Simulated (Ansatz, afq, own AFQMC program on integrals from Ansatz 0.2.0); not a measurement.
AFQMC on a folder of integrals that Ansatz 0.2.0 wrote.

```yaml
crystal:
  periodic: [false, false, false]
  atoms:
    - {symbol: C, position_ang: [0.000000, 0.000000, 0.000000]}
    - {symbol: H, position_ang: [0.000000, 0.000000, -2.586215]}
    - {symbol: H, position_ang: [0.000000, 0.000000, 2.586215]}
basis:
  gaussian: {orbitals: cc-pVDZ}
total_charge: 1
magnetization: {spin_polarized: false, initial_magnetization: 1}
correlation: {method: ccsd_t, electrons: outside_noble_gas, hamiltonian_folder: ham}
```

```sh
$ ansatz run in.yaml --threads 1 --pin off --events-out ev --progress --plain --max-ram 24576MiB --backend cuda --devices 0, --max-vram 18GiB
```

afq runs on the folder ham with

```
--method phaseless --trial cisd --walkers 20 --populations 1 --least-time 40 --time-step 0.005 --steps-per-block 25 --equilibration-blocks 80 --max-blocks 320 --target-error 0.00108 --factor-cut 1e-06 --start determinant --seed 1177 --release-times 0.2,0.4 --release-step 0.1 --release-every 8 --taylor-order 6
```

Times are imaginary, in 1/Eh. The walk had a cap of 60 s.

afq prints:

```
orbitals 23  electrons 3 2  factors 142 of 217
reference energy -38.19812626 Eh
CCSD correlation -0.16772076 Eh in 24 cycles, weight of the determinant in the CISD state 0.5767
energy of the start -38.365850 Eh
 block  time / (1/Eh)  mean weight  energy / Eh
     1     0.125  1.0004  -38.364569
     2     0.250  1.0011  -38.363965
     3     0.375  1.0007  -38.363730
     4     0.500  1.0014  -38.364268
     5     0.625  1.0010  -38.364854
     8     1.000  1.0012  -38.364246
    11     1.375  1.0011  -38.365790
    41     5.125  1.0015  -38.358103
    71     8.875  0.9994  -38.367120
   101    12.625  1.0006  -38.364200
   131    16.375  1.0006  -38.364445
   161    20.125  1.0008  -38.370767
   191    23.875  1.0011  -38.349231
   221    27.625  0.9977  -38.404308
   251    31.375  0.9997  -38.351828
   281    35.125  0.9985  -38.380285
   311    38.875  0.9988  -38.357497
   341    42.625  1.0042  -38.367423
   371    46.375  1.0001  -38.375351
   391    48.875  0.9976  -38.332485
blocks merged  error / Eh  count
     1  0.001168  320
     2  0.001484  160
     4  0.001854  80
     8  0.002285  40
    16  0.002824  20
    32  0.003188  10
released: time / (1/Eh)  energy / Eh  error  mean overlap
  0.20  -38.365174  0.003711  1.0089
  0.40  -38.364250  0.003830  1.0392
energy -38.364748 +/- 0.002824 Eh
(rows thinned)
```

The run passed its tests (sampling time, drift between the halves within three errors, error under three times the target), which doesn't prove that it has relaxed.

Against this walk (error 76.8 meV) on the same determinant: CCSD(T) 237.2 meV lower, CCSDT(Q) 241.5 meV lower, CCSDTQ 231.8 meV lower, full CI 243.3 meV lower, a separate phaseless walk with a CISD trial and standard settings 54.3 ± 77.1 meV lower (within the noise). The error is statistical and leaves out the bias of the constraint. Released to 0.40 1/Eh the energy moves by 14 ± 129 meV (both errors), within twice the noise. Full CI is exact here, so the walk's 243 meV above it is the walk's own error: the bias of the constraint with this trial. The determinant is a poor start (see the cautions), so the low cluster orders aren't to be relied on, and full CI is the sure value.

Cautions: constraint bias not in the error; error above the target (76.8 against 29.4 meV); a spin-contaminated unrestricted determinant lies lower (UHF 2.76 eV lower, ⟨S²⟩ 1.76); strong correlation (T1 0.177, weight of the determinant 0.58, largest double 0.38); the CCSD(T) amplitudes may be one of several solutions (largest double 0.38); the CCSDT(Q) amplitudes may be one of several solutions (largest double 0.46); the CCSDTQ amplitudes may be one of several solutions (largest double 0.46); the next higher spin lies close (full CI puts it 46 meV above); so few walkers bias the energy.

The walk took 51 s on 1 × NVIDIA H100 80GB HBM3 with 2 threads of AMD EPYC 7R13 Processor (Zen 3), on a shared host (the card was shared). The log's last line is the phaseless energy.

CCSDT and higher add their correlation energy to the determinant of the CCSD(T) run, since their own runs factorise the integrals more tightly (a shift of under 2 meV).
